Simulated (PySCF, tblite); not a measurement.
C2H6Si.
Numbering: `[CH2:1]1[CH2:2][SiH2:3]1` (hydrogens: H4, H5 on C1; H6, H7 on C2; H8, H9 on Si3)

Computed with GFN2-xTB (tblite), gas phase: Langevin dynamics at 300 K from the optimised GFN2-xTB geometry, time step 0.5 fs, friction 0.01 fs⁻¹, 2000 steps. Over the second half of the run the saved frames average 265 K.

Frame at 250 fs, instantaneous temperature 275 K:
```
atom  x, y, z in Å
C1     -0.594    0.115    0.194
C2     -0.260   -1.414    0.240
Si3     1.320   -0.219    0.139
H4     -1.085    0.623    1.072
H5     -1.125    0.462   -0.635
H6     -0.602   -1.986   -0.621
H7     -0.454   -1.716    1.212
H8      2.253   -0.207    1.283
H9      2.119   -0.002   -1.137
```

Frame at 425 fs, instantaneous temperature 339 K:
```
atom  x, y, z in Å
C1     -0.489   -0.151   -0.237
C2     -0.317   -1.645   -0.087
Si3     1.320   -0.691   -0.057
H4     -0.930    0.340    0.651
H5     -1.100    0.100   -1.125
H6     -0.672   -2.291   -0.825
H7     -0.523   -2.052    0.867
H8      1.981   -0.614    1.171
H9      2.213   -0.623   -1.232
```

Frame at 625 fs, instantaneous temperature 240 K:
```
atom  x, y, z in Å
C1     -1.179    0.124   -0.106
C2     -0.963   -1.262    0.606
Si3     0.573   -0.552   -0.234
H4     -1.369    0.961    0.581
H5     -1.909    0.156   -0.902
H6     -1.520   -1.993    0.093
H7     -1.149   -1.286    1.656
H8      1.534    0.100    0.653
H9      1.060   -1.080   -1.552
```

Frame at 800 fs, instantaneous temperature 213 K:
```
atom  x, y, z in Å
C1     -1.776    0.568    0.258
C2     -1.528   -0.924    0.489
Si3     0.007    0.116   -0.042
H4     -2.118    1.060    1.176
H5     -2.422    0.905   -0.579
H6     -2.000   -1.574   -0.213
H7     -1.611   -1.248    1.480
H8      1.159    0.619    0.717
H9      0.353   -0.038   -1.451
```

Frame at 1000 fs, instantaneous temperature 284 K:
```
atom  x, y, z in Å
C1     -1.707    0.794    0.759
C2     -1.756   -0.727    0.450
Si3    -0.594    0.316   -0.662
H4     -1.606    1.055    1.821
H5     -2.717    1.248    0.432
H6     -2.724   -1.164    0.138
H7     -1.285   -1.380    1.163
H8      0.893    0.280   -0.372
H9     -1.020    0.788   -1.965
```

Question: What do single points at PBE0/pcSseg-1 (PySCF, gas phase) give on these frames?

Answer: 
| t (fs) | GFN2-xTB E above start (eV) | DFT E above lowest frame (eV) | HOMO (eV) | LUMO (eV) | dipole (D) |
| --- | --- | --- | --- | --- | --- |
| 250 | 0.45 | 0.36 | -6.75 | 0.11 | 0.29 |
| 425 | 0.27 | 0.21 | -6.79 | 0.32 | 0.34 |
| 625 | 0.11 | 0.00 | -7.11 | 0.34 | 0.10 |
| 800 | 0.16 | 0.07 | -6.88 | 0.26 | 0.28 |
| 1000 | 0.28 | 0.14 | -7.13 | 0.18 | 0.25 |

The two levels order the frames alike by energy but for pairs within 0.08 eV at one level; measured from each level's lowest frame they differ by 0.05 eV at most. The HOMO–LUMO gap runs from 6.86 to 7.45 eV. These are instantaneous structures, not minima.

Question: And the isotropic GIAO shieldings (ppm) from the same runs?

Answer: 
| atom | 250 fs | 425 fs | 625 fs | 800 fs | 1000 fs | mean | range |
| --- | --- | --- | --- | --- | --- | --- | --- |
| C1 | 181.9 | 191.0 | 193.3 | 191.4 | 189.5 | 189.4 | 11.4 |
| C2 | 193.0 | 197.3 | 196.7 | 192.4 | 188.7 | 193.6 | 8.6 |
| Si3 | 504.6 | 515.6 | 493.6 | 506.1 | 495.5 | 503.1 | 22.0 |
| H4 | 29.6 | 30.5 | 31.0 | 30.5 | 29.9 | 30.3 | 1.4 |
| H5 | 31.6 | 29.9 | 31.1 | 30.3 | 29.8 | 30.5 | 1.8 |
| H6 | 30.4 | 31.9 | 32.0 | 31.6 | 30.2 | 31.2 | 1.8 |
| H7 | 32.1 | 32.2 | 31.5 | 31.7 | 31.4 | 31.8 | 0.8 |
| H8 | 28.7 | 30.3 | 28.9 | 28.7 | 28.0 | 28.9 | 2.3 |
| H9 | 28.2 | 28.9 | 28.2 | 29.3 | 28.9 | 28.7 | 1.1 |

What follows is the cost of the whole dynamics run. On one thread of an Intel Xeon at 2.60 GHz, on a shared host, this took 5.6 s of wall time and 0.18 GiB of memory at its peak.
